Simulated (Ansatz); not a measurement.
C3H7FO2 can be A, `COC(F)OC`, or B, `COC(C)(O)F`.

Program: Ansatz. Geometries: PBE0-D4/def2-TZVP. ΔE: electronic, gas phase. CCSD(T)/CBS is the MP2 limit (def2-TZVPP, def2-QZVPP) plus CCSD(T) − MP2 in def2-TZVPP, frozen cores. DFT in def2-TZVPP. B3LYP here is the variant with VWN-RPA as its local correlation; programs differ in this. One conformer a species, not always the lowest.

(1) Which is lower in electronic energy at CCSD(T)/CBS, and by how much? (Best estimate.)

(2) Give E(B) − E(A) in kcal/mol with CCSD(T)/def2-TZVPP, ωB97M-V, r2SCAN-D4, B3LYP, CCSD/def2-TZVPP, B3LYP-D4, MP2/def2-TZVPP. (An estimate is asked.)

Largest T1 diagnostic: 0.011.

Results:

(1) Computed: B, by 17.4 kcal/mol.

(2) Ansatz gave: CCSD(T)/def2-TZVPP -16.7, ωB97M-V -17.2, r2SCAN-D4 -16.9, B3LYP -14.4, CCSD/def2-TZVPP -16.4, B3LYP-D4 -15.2, MP2/def2-TZVPP -17.6. None reverses the order clearly.

In def2-TZVPP, CCSD(T) changes the Hartree–Fock value by −2.7 kcal/mol (the triples alone add −0.2 kcal/mol) and MP2 by −3.7 kcal/mol. From PBE to PBE0 (25 % exact exchange), in def2-TZVPP and without D4, E(B) − E(A) moves by −0.8 kcal/mol.
